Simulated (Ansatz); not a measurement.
A calculation with Ansatz (development build ahead of 0.2.0).

```yaml
crystal:
  periodic: [false, false, false]
  atoms:
    - { symbol: P, position_ang: [-0.03006, 0.02933, -0.81017] }
    - { symbol: P, position_ang: [-0.00313, -0.03206, 0.8314] }
basis:
  gaussian: { orbitals: def2-SVP }
hamiltonian:
  xc: hf
```

The input is written out in the form of the current development build from the run's settings.

Output:

```yaml
Converged: yes
Total_energy: -681.19017 hartree
Spin_squared_of_the_determinant: 0.000
```

Caution: no unrestricted run beside it, a lower state can exist.
